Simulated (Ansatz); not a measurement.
Ge₂N: from a trial structure to a relaxed crystal

Computed with Ansatz, DFT PBE, scalar-relativistic, plane waves, PAW.

Ge₂N was placed on the anti-anatase structure type (I4_1/amd, No. 141), with N in place of Ti, Ge in place of O, at a guessed volume.

Input of the last, converged step (default PAW datasets):

```yaml
crystal:
  lattice:
    - [-2.3935535338, 2.3935535338, 3.7439824527]
    - [2.3935535338, -2.3935535338, 3.7439824527]
    - [2.3935535338, 2.3935535338, -3.7439824527]
  atoms:
    - { symbol: Ge, position: [0.2740996653, 0.2740996653, 0.0] }
    - { symbol: Ge, position: [0.0240996653, 0.5240996653, 0.5] }
    - { symbol: Ge, position: [0.4759003347, 0.9759003347, 0.5] }
    - { symbol: Ge, position: [0.7259003347, 0.7259003347, 0.0] }
    - { symbol: "N", position: [0.0, 0.0, 0.0] }
    - { symbol: "N", position: [0.75, 0.25, 0.5] }
basis:
  ecutwfc: 420
kpoints:
  mp_grid: { grid: [12, 12, 12] }
hamiltonian:
  xc: pbe
scf:
  occupations: { method: gaussian, width: 0.1 }
output:
  forces: true
  stress: true
  eigenvalues: true
relax:
  adjacent_minimum: "off"
  f_tol: 0.01
  max_steps: 80
  cell: { stress_tol: 0.05 }
```

Launched as:

```bash
ansatz run input.yaml --threads 1 --pin off --max-ram 2560MiB --backend cpu --events-out ev --progress --plain --runs-dir out
```

The run took 2.9 min on 1 thread of Arm Neoverse V1, with other jobs on the host, peak memory 0.66 GiB.

End of the output:

```
SCF converged after 8 iterations
Free energy (F): -17944.245069 eV
Harris-Foulkes:  -17944.245069 eV  (|F-HF|=0.00e0)
Internal energy: -17944.234831 eV  (E = F + TS)
E sigma→0 (E₀):  -17944.239950 eV
Entropy (-TS):   -0.010238 eV (-1.706 meV/atom)
Fermi energy:    11.503483 eV
--- Per-component energies (eV) ---
  E_band       = -410.949232
  E_kinetic    = 695.742442
  E_local      = -8745.152787  (includes V_loc(G=0)·N_el)
  E_nonlocal   = 1755.171549
  E_hartree    = 3778.347310
  E_xc         = -421.279586
  E_vxc        = -409.274466  (∫ρ·V_xc dr)
  E_paw        = -8319.788252  (= ΣΔE_a)
  E_vpaw       = -1264.131772  (= ΣTr[D̂ρ^β])
  E_aug_tail   = 0.001182  (compensation charges beyond the density's cutoff)
  E_ewald      = -6687.276689
  E_smearing   = -0.010238  (= −TS)
  E_closure    =  0.000000  (closes the sum)
  Σ components = -17944.245069   (vs F -17944.245069, Δ=0.00e0)
--- Forces (eV/Å), atoms counted from 1 ---
  atom   1  Ge     0.00000000     0.00000000    -0.00319904
  atom   2  Ge     0.00000000     0.00000000    -0.00319904
  atom   3  Ge     0.00000000     0.00000000     0.00319904
  atom   4  Ge     0.00000000     0.00000000     0.00319904
  atom   5  N      0.00000000     0.00000000     0.00000000
  atom   6  N      0.00000000     0.00000000     0.00000000
  max |Σ_I F_I| component: 7.37e-17 eV/Å
--- Stress (GPa, compression-positive) ---
        0.016857       0.000000       0.000000
        0.000000       0.016857       0.000000
        0.000000       0.000000      -0.032869
  P = ⅓ Tr σ = 0.0003 GPa (0.003 kbar)
--- Relaxed structure (4 steps of the walk, 4 accepted, 1 SCFs on fresh bases) ---
  F+E_penalty+E_count = -17944.24506916 eV   max|allowed force component| = 3.199e-3 eV/Å   (the final SCF, on the basis selected at the relaxed cell)
  cell:  # Å, volume = 86.0310 Å³
    - [-2.395754, 2.395754, 3.747231]
    - [2.395754, -2.395754, 3.747231]
    - [2.395754, 2.395754, -3.747231]
  atoms:
    - { symbol: Ge, position: [0.273855, 0.273855, 0.000000] }
    - { symbol: Ge, position: [0.023855, 0.523855, 0.500000] }
    - { symbol: Ge, position: [0.476145, 0.976145, 0.500000] }
    - { symbol: Ge, position: [0.726145, 0.726145, 0.000000] }
    - { symbol: N, position: [0.000000, 0.000000, 0.000000] }
    - { symbol: N, position: [0.750000, 0.25, 0.500000] }
```

Total energies depend on the potentials used, so only differences within one code and one set of settings carry meaning.

The result has space group I4_1/amd (No. 141). Ge has 1 N at 2.05 Å and 2 N at 2.40 Å; N is coordinated by 2 Ge at 2.05 Å and 4 Ge at 2.40 Å.

Against the elements it lies at 0.62 eV/atom. The zero of energy is the elements' standard structures at the same level (N₂ as a molecule); no fitted shifts are applied.

For metals, differences of a few meV/atom aren't resolved.

Symmetry constrained the relaxation, so the result can be a saddle point.